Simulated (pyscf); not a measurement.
Optimised with ωB97X-D3(BJ)/def2-SVP in PySCF.

Question: PBE/def2-TZVP puts the barrier of H₃C–Al(OH)–O–Al(OH)–O–SiH₃ (SMILES [CH3][Al]([OH])[O][Al]([OH])[O][SiH3]) + H₂ (SMILES [H][H]) -> H₃C–Al(OH)–O–Al(OH)–OH (SMILES [CH3][Al]([OH])[O][Al]([OH])[OH]) + SiH₄ (SMILES [SiH4]) (four-centre exchange; singlet surface; O–Si, H–H broken, H–O, H–Si formed) at 42.6 kcal/mol and the reaction energy at +17.7 kcal/mol, from the separated reactants. What do r²SCAN/def2-TZVP, B3LYP-D3(BJ)/def2-TZVP, ωB97M-D3(BJ)/def2-TZVP give on the same structures?

Answer: r²SCAN: ΔE‡ = 44.9 kcal/mol, ΔE = +21.2 kcal/mol; B3LYP-D3(BJ): ΔE‡ = 48.8 kcal/mol, ΔE = +21.3 kcal/mol; ωB97M-D3(BJ): ΔE‡ = 48.0 kcal/mol, ΔE = +20.2 kcal/mol. PBE's barrier lies under all of them, by 2.3 to 6.1 kcal/mol. Its reaction energy lies under all of them, by 2.6 to 3.6 kcal/mol. On the product side the descent ends in a complex (not fully relaxed), 7.1 kcal/mol under the separated species and 31.3 kcal/mol under the saddle at ωB97X-D3(BJ)/def2-TZVP. At ωB97X-D3(BJ)/def2-TZVP the barrier from the zero used here is 45.8 kcal/mol. One saddle was located; it need not be the lowest between these sides.
